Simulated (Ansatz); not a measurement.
The first iterations of a band of CH5B + ClH (9 atoms, charge 0, multiplicity 1).

Method: Ansatz, RKS B3LYP-D4/6-31G*.

- movable images: 5
- climbing image: yes
- spring: 5.0 eV/Å²
- optimiser: quadratic models (default)
- start path: through a guess of the saddle point
- force threshold: 0.05 eV/Å
- iteration limit: 60
- end points: relaxed

Initial state:

```xyz
9
Properties=species:S:1:pos:R:3
B 0.022 0.147 0.278
C 0.058 0.374 1.829
H -0.875 0.137 2.353
H 0.903 -0.101 2.342
H 0.206 1.462 1.955
H 1.038 0.018 -0.342
H -1.001 0.261 -0.333
Cl -0.315 -2.742 0.399
H -0.471 -2.743 1.680
```

Final state:

```xyz
9
Properties=species:S:1:pos:R:3
B -0.075 -0.624 -0.735
C -0.013 -0.012 2.622
H -0.889 0.285 3.204
H 0.877 0.007 3.256
H 0.122 0.688 1.791
H 1.030 -0.185 -0.755
H -1.056 0.047 -0.745
Cl -0.268 -2.367 -0.716
H -0.161 -1.025 2.237
```

| iteration | highest image above the first end (eV) | largest band force component (eV/Å) |
| --- | --- | --- |
| 1 | 3.548 | 8.346 |
| 2 | 1.954 | 2.478 |
| 3 | 1.535 | 2.133 |
| 4 | 0.942 | 1.996 |
| 5 | 0.460 | 2.162 |

Does the band converge within its limit, and where does its top end?

The forces met the threshold. It ended after 15 iterations with the highest image 0.726 eV above the first end. A vibrational analysis at the climbing image gives one clearly imaginary mode, 984i cm⁻¹: a first-order saddle point. The orbitals stay closed-shell, which can raise the energy where a bond breaks towards radicals; this wasn't checked here.

Run time: 2.8 min on 1 thread of Arm Neoverse V1, with other jobs on the host, peak memory 0.12 GiB.
